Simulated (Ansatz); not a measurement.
**Down a group: atomization energies of CH4, SiH$_{4}$, SnH4**

Ansatz 0.2.0, functionals in def2-QZVPP, HF, MP2 and coupled cluster extrapolated from def2-TZVPP and def2-QZVPP (exp(−7.88 √X), X^−2.97); geometries are PBE0/def2-TZVP minima. Wave-function levels freeze the cores with the filled d shells of p-block atoms; HF, MP2 and coupled cluster are restricted for singlets and unrestricted otherwise, atoms included (their steps beyond CCSDT(Q) come from restricted open-shell runs), restricted open-shell where a d shell is frozen. The best estimate adds to that CCSD(T) limit the step from CCSD(T) to the highest level run in a smaller set (CCSDT(Q)/def2-TZVPP, full CI/cc-pVDZ). It lacks core correlation, which semilocal and hybrid functionals hold and which counts in their errors here, (a few kJ/mol in atomization energies of light atoms) is good to about 1 kcal/mol where the step is under 0.06 eV, as here, and is no measured value. An error is the level's value less this estimate. Energies are electronic, without zero-point terms. No spin–orbit coupling; scalar relativity only by core potentials past Kr. CCSD(T)'s error is that step with its sign reversed, by construction, and steps from double-zeta sets run high. The species are chosen: bound, without strong static correlation by their natural occupations or amplitudes, in their lowest spin state as far as vertical gaps and like structures tell, and with a ladder that closes on the reference, so errors are smaller than for species at large; levels whose determinant breaks symmetry or spin markedly are left out.

| species | bonds (Å) | quantity | symmetry of the states | reference | value (kJ/mol) | error CCSD | error CCSD(T) |
| --- | --- | --- | --- | --- | --- | --- | --- |
| CH4, singlet | C–H 1.090, angles at C 109° | atomization | – | limit + step to full CI/cc-pVDZ | 1756.9 | -13.3 | -0.6 |
| SiH4, singlet | Si–H 1.485, angles at Si 109° | atomization | – | limit + step to full CI/cc-pVDZ | 1361.4 | -4.5 | -0.6 |
| SnH4, singlet | Sn–H 1.704, angles at Sn 109° | atomization | – | limit + step to CCSDT(Q)/def2-TZVPP | 1094.1 | -5.0 | -0.7 |

The reference falls from C to Sn, by 662.8 kJ/mol in all.
